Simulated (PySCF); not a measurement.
## Magnetic susceptibility: SMILES CC(=PC=C)C, C5H9P

Geometry:
| atom | x (Å) | y (Å) | z (Å) |
| --- | --- | --- | --- |
| C1 | 3.257 | 0.081 | 0.109 |
| C2 | 1.941 | 0.338 | 0.094 |
| P3 | 0.769 | -0.934 | -0.440 |
| C4 | -0.765 | -0.243 | -0.306 |
| C5 | -1.926 | -1.110 | -0.696 |
| C6 | -1.149 | 1.129 | 0.145 |
| H7 | 3.652 | -0.895 | -0.195 |
| H8 | 3.987 | 0.833 | 0.424 |
| H9 | 1.596 | 1.329 | 0.411 |
| H10 | -2.513 | -0.637 | -1.503 |
| H11 | -1.609 | -2.106 | -1.039 |
| H12 | -2.615 | -1.243 | 0.158 |
| H13 | -1.834 | 1.066 | 1.010 |
| H14 | -1.709 | 1.646 | -0.655 |
| H15 | -0.302 | 1.764 | 0.429 |

Theory: GIAO B97-2/pcSseg-1 magnetisability, rotational g tensor and spin-rotation constants, non-relativistic, gas phase in PySCF. Geometry: PBE0-D3(BJ)/def2-SVP.

Q: How diamagnetic is it, and how anisotropic?

A: Isotropic -1042 × 10⁻³⁰ J/T², or -62.8 × 10⁻⁶ cm³/mol; principal values -1287, -958, -881 × 10⁻³⁰ J/T², anisotropy 373 × 10⁻³⁰ J/T² (root of half the summed squared differences of the principal values). The susceptibility is in cgs units.

Q: Split it along the inertial axes a, b, c into diamagnetic and paramagnetic parts about the centre of mass, with the quadrupole moment.

A: 
```tsv
axis	χ (10⁻⁶ cm³/mol)	diamagnetic (10⁻⁶ cm³/mol)	paramagnetic (10⁻⁶ cm³/mol)	summed x² of all electrons (Å²)	quadrupole Θ (D Å)
a	-57.5	-297.5	240.0	187.4	+6.82
b	-53.2	-850.7	797.4	57.0	-1.33
c	-77.5	-1036.9	959.4	13.1	-5.49
```
Anisotropies 2χaa − χbb − χcc = +15.6 and 2χbb − χaa − χcc = +28.6 × 10⁻⁶ cm³/mol. Θ is traceless in Buckingham's convention.

Q: And the rotational g tensor?

A: 
```
axis  rotational constant (GHz)        g  nuclear part  electronic part
   a                     6.3476  -0.0738        0.6418          -0.7157
   b                     1.6583  -0.0189        0.6023          -0.6212
   c                     1.3367  +0.0015        0.6040          -0.6025
```
Asymmetric top; isotopes 12C, 1H, 31P; no vibrational averaging.
